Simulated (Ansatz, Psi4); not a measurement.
# Worked example: the enthalpy of formation of C2HClF2 (SMILES FC(F)=CCl)

C2HClF2: 6 atoms, total charge 0, spin state singlet. SMILES: `FC(F)=CCl`. The shape is that of a PBE0-D4/def2-TZVP optimisation.

Total energies at HSE06/6-31G* (spherical functions) (Psi4 1.11); the atoms run unrestricted:

| species | state | energy (Eh) |
| --- | --- | --- |
| C2HClF2 | singlet | -736.244883 |
| F | doublet | -99.633000 |
| C | triplet | -37.796738 |
| Cl | doublet | -459.983359 |
| H | doublet | -0.499353 |

Harmonic wavenumbers at PBE0-D4/def2-TZVP, in cm⁻¹: 196, 242, 440, 589, 618, 782, 865, 1008, 1224, 1373, 1808, 3262.

Measured heats of formation of the gaseous atoms at 298.15 K, in kJ/mol: F 79.4, C 716.9, Cl 121.3, H 218.0. Spin-orbit lowering of the atoms at 298 K (mean of the ground term's levels less their thermal mean, from spectra), in kJ/mol: F 1.29, C 0.02, Cl 3.44. Take 1 Eh = 2625.50 kJ/mol, 1 cm⁻¹ = 0.0119627 kJ/mol, RT = 2.479 kJ/mol.

**Question.** What heat of formation follows?

**Answer.** 
1. Electronic atomisation energy: 2 × (-99.633000) + 2 × (-37.796738) + (-459.983359) + (-0.499353) − (-736.244883) = 0.902695 Eh = 2370.0 kJ/mol.
2. Zero-point energy: half the sum of the wavenumbers, 6203.5 cm⁻¹ = 74.2 kJ/mol.
3. Thermal vibrational enthalpy, Σ hcν̃/(exp(hcν̃/kT) − 1): 4.9 kJ/mol. Translation, rotation and pV of a non-linear molecule: 4 RT = 9.9 kJ/mol.
4. The 6 free atoms carry 5/2 RT each: 37.2 kJ/mol.
5. Spin-orbit coupling lowers the free atoms by 2 × 1.29 + 2 × 0.02 + 3.44 = 6.1 kJ/mol.
6. Atomisation enthalpy at 298 K: 2370.0 − 6.1 − 74.2 − 4.9 − 9.9 + 37.2 = 2312.1 kJ/mol.
7. Sum of the atoms' heats of formation: 1931.9 kJ/mol. Heat of formation: 1931.9 − 2312.1 = -380.2 kJ/mol.

The tabulated value is -315.5 kJ/mol (CRC Handbook of Chemistry and Physics; in doubt: it may be an older value or an estimate), so this level is off by -64.7 kJ/mol, or 2.9 % of the atomisation enthalpy that the table implies (2247.3 kJ/mol). Anharmonicity and any spin-orbit splitting of the molecule are left out.
